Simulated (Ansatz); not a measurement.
Structure optimisation: bromine, solid Br2 (Cmce)

Method: DFT, RPBE, plane waves (420 eV) with PAW, scalar-relativistic in Ansatz 0.2.0. (PAW data from PBE, frozen cores regenerated.)

k-point mesh 5×5×2, Fermi-Dirac smearing 0.05 eV, no spin polarisation. Cell and atoms relax.

Starting structure:

```
Br
1.0
     3.28360   -2.23390    0.00000
     3.28360    2.23390    0.00000
     0.00000    0.00000    8.69380
Br
4
Direct
  0.86100 0.13900 0.11140
  0.63900 0.36100 0.61140
  0.13900 0.86100 0.88860
  0.36100 0.63900 0.38860
```

Task: What cell does the relaxation end in?

Result: Cmce with a = 9.749 Å, b = 4.953 Å, c = 9.168 Å; 55.34 Å³ per atom against 31.89 at the start (73.6 %).

Task: How much energy does the relaxation gain?

Result: 129.6 meV per atom.

Path of the relaxation (the plane waves are chosen anew near the end, which can shift the energy a little):

```json
{"step": "0", "E − E(final) (meV/atom)": "129.61", "V (Å³/atom)": "31.886", "P (GPa)": "3.99", "max force (eV/Å)": "0.644"}
{"step": "1", "E − E(final) (meV/atom)": "72.20", "V (Å³/atom)": "35.328", "P (GPa)": "1.43", "max force (eV/Å)": "0.052"}
{"step": "2", "E − E(final) (meV/atom)": "46.16", "V (Å³/atom)": "38.025", "P (GPa)": "0.80", "max force (eV/Å)": "0.043"}
{"step": "3", "E − E(final) (meV/atom)": "29.75", "V (Å³/atom)": "40.907", "P (GPa)": "0.43", "max force (eV/Å)": "0.032"}
{"step": "4", "E − E(final) (meV/atom)": "21.93", "V (Å³/atom)": "43.844", "P (GPa)": "0.16", "max force (eV/Å)": "0.010"}
{"step": "5", "E − E(final) (meV/atom)": "21.36", "V (Å³/atom)": "44.997", "P (GPa)": "-0.01", "max force (eV/Å)": "0.009"}
{"step": "6", "E − E(final) (meV/atom)": "13.41", "V (Å³/atom)": "44.997", "P (GPa)": "0.28", "max force (eV/Å)": "0.009"}
{"step": "7", "E − E(final) (meV/atom)": "8.28", "V (Å³/atom)": "47.188", "P (GPa)": "0.20", "max force (eV/Å)": "0.006"}
{"step": "8", "E − E(final) (meV/atom)": "4.40", "V (Å³/atom)": "49.611", "P (GPa)": "0.04", "max force (eV/Å)": "0.031"}
{"step": "9", "E − E(final) (meV/atom)": "2.36", "V (Å³/atom)": "51.205", "P (GPa)": "0.06", "max force (eV/Å)": "0.008"}
{"step": "10", "E − E(final) (meV/atom)": "1.99", "V (Å³/atom)": "52.559", "P (GPa)": "0.00", "max force (eV/Å)": "0.005"}
{"step": "11", "E − E(final) (meV/atom)": "1.95", "V (Å³/atom)": "52.658", "P (GPa)": "0.00", "max force (eV/Å)": "0.004"}
{"step": "12", "E − E(final) (meV/atom)": "0.96", "V (Å³/atom)": "52.658", "P (GPa)": "0.03", "max force (eV/Å)": "0.004"}
{"step": "13", "E − E(final) (meV/atom)": "0.48", "V (Å³/atom)": "53.480", "P (GPa)": "0.02", "max force (eV/Å)": "0.002"}
{"step": "14", "E − E(final) (meV/atom)": "0.09", "V (Å³/atom)": "54.849", "P (GPa)": "0.00", "max force (eV/Å)": "0.003"}
{"step": "15", "E − E(final) (meV/atom)": "0.06", "V (Å³/atom)": "55.319", "P (GPa)": "0.00", "max force (eV/Å)": "0.003"}
{"step": "16", "E − E(final) (meV/atom)": "0.06", "V (Å³/atom)": "55.342", "P (GPa)": "0.00", "max force (eV/Å)": "0.002"}
{"step": "17", "E − E(final) (meV/atom)": "0.00", "V (Å³/atom)": "55.342", "P (GPa)": "-0.01", "max force (eV/Å)": "0.002"}
```

This functional, with no dispersion term, lets the cell expand far past the measured one.
